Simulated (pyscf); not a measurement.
Structures and frequencies: ωB97X-D3(BJ)/def2-SVP in PySCF.

### Question
Estimate the classical barrier height and the reaction energy of F–Si(SiH₃)(SiH₃)–SiH₃ (SMILES F[Si]([SiH3])([SiH3])[SiH3]) + Cl–Cl (SMILES ClCl) -> F–Si(SiH₃)(SiH₃)–Cl (SMILES F[Si]([SiH3])([SiH3])Cl) + H₃Si–Cl (SMILES [SiH3]Cl) at ωB97M-D3(BJ)/def2-TZVP. The step runs on the singlet surface, breaks Si–Si, Cl–Cl and forms Cl–Si, Cl–Si; take the separated reactants as zero.

### Answer
ΔE‡ = 2.35 eV, ΔE = -3.83 eV. Zero-point energy shifts the barrier by +0.03 eV. It is a four-centre exchange, with an imaginary mode of 604i cm⁻¹. From the product side, •H₂Si–Cl + H• + F–Si(SiH₃)(SiH₃)–Cl lies, by one bond made or cut, 1.98 eV under this saddle at ωB97M-D3(BJ)/def2-TZVP. One saddle was located; it need not be the lowest between these sides. One closed-shell reference is unstable to symmetry breaking; treat the single-reference values with care.
